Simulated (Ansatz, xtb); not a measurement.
## CH4FSi+: where a starting geometry ends

The starting geometry of this gas-phase singlet was built from a drawn formula by distance geometry and a force field; its bonds are those of `[CH2+][SiH2]F`.

```xyz
7

C    -0.9006   -1.1534    0.4747
F    -3.4587   -1.2227    1.5043
Si   -2.6210   -0.4586    0.4262
H    -0.7361   -2.0052    1.1592
H    -0.1754   -0.7862   -0.1775
H    -2.5014    0.9726    0.7842
H    -3.1485   -0.5934   -0.9398
```

**Question.** Predict what becomes of its bonds when it is optimised with r2SCAN-D4/def2-SVP.

**Answer.** It rearranges to `C[SiH+]F`. Contacts that open: Si3–H6 (1.48 → 2.41 Å). Contacts that close: C1–H6 (2.68 → 1.11 Å).

The energy falls by 2.78 eV over 30 steps:

```json
{"step": "1", "E − E(last) (eV)": "2.780"}
{"step": "4", "E − E(last) (eV)": "2.450"}
{"step": "7", "E − E(last) (eV)": "1.927"}
{"step": "11", "E − E(last) (eV)": "0.230"}
{"step": "14", "E − E(last) (eV)": "0.012"}
{"step": "17", "E − E(last) (eV)": "0.003"}
{"step": "20", "E − E(last) (eV)": "0.002"}
{"step": "24", "E − E(last) (eV)": "0.000"}
{"step": "27", "E − E(last) (eV)": "0.000"}
{"step": "30", "E − E(last) (eV)": "0.000"}
```

Final geometry (Å):

```json
{"atom": "C", "x (Å)": "-1.1051", "y (Å)": "-0.6733", "z (Å)": "0.6323"}
{"atom": "F", "x (Å)": "-3.8014", "y (Å)": "-1.6536", "z (Å)": "1.1839"}
{"atom": "Si", "x (Å)": "-2.8576", "y (Å)": "-0.8133", "z (Å)": "0.2393"}
{"atom": "H", "x (Å)": "-0.8427", "y (Å)": "-1.2235", "z (Å)": "1.5495"}
{"atom": "H", "x (Å)": "-0.5085", "y (Å)": "-1.0527", "z (Å)": "-0.2202"}
{"atom": "H", "x (Å)": "-0.8410", "y (Å)": "0.3964", "z (Å)": "0.7446"}
{"atom": "H", "x (Å)": "-3.5855", "y (Å)": "-0.2268", "z (Å)": "-0.8981"}
```

From the same start GFN2-xTB reaches the same bonding as this run.

No frequencies were run, so the end isn't proven a minimum. Run with Ansatz 0.2.0, 68 s on 1 thread of Arm Neoverse V1, with other jobs on the host.
